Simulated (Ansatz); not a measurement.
# HS−: single points off equilibrium

An exercise on one series of results from a longer session: the logs are not shown, and one member is left open.

Method: single points in def2-TZVPPD; program: Ansatz 0.2.0, Gaussian basis.

Cores are frozen in the correlated methods.

## The system as given

2 atoms, charge -1, spin multiplicity 1.

Atoms are counted from 1 here; the program's logs count them from 0.

Bond lengths: S1–H2 1.218 Å.

Geometry (Å):

```
S     0.5807   -0.1139    0.2719
H    -0.3596    0.4156   -0.2939
```

The first run:

File run/in.yaml:

```yaml
crystal:
  periodic: [false, false, false]
  atoms:
    - {symbol: S, position_ang: [0.580700, -0.113900, 0.271900]}
    - {symbol: H, position_ang: [-0.359600, 0.415600, -0.293900]}
basis:
  gaussian: {orbitals: "def2-TZVPPD.json"}
total_charge: -1
correlation: {method: ccsd_t}
output: {forces: true}
```

The basis file named in the input lies beside it (Basis Set Exchange, JSON).

No record of the launch command was kept for these runs.

Steps of the session up to this table: CCSD(T)/def2-TZVPPD; PBE0-D4/def2-TZVPPD; wB97M-V/def2-TZVPPD; r2SCAN-D4/def2-TZVPPD; PBE-D4/def2-TZVPPD; LC-wPBE/def2-TZVPPD; CAM-B3LYP-D4/def2-TZVPPD.

One table of the session follows, with a row left open; its other results are not shown here.

```
      method  RMS force component (eV/Å)
     CCSD(T)                       2.619
     PBE0-D4                       2.656
     wB97M-V                       2.582
   r2SCAN-D4                       2.635
      PBE-D4                           ?
     LC-wPBE                       2.595
CAM-B3LYP-D4                       2.573
```

Q: Estimate the row for PBE-D4 from the others.

**Answer.** RMS force component (eV/Å): 2.784. In the column «RMS force component (eV/Å)» it is the highest.
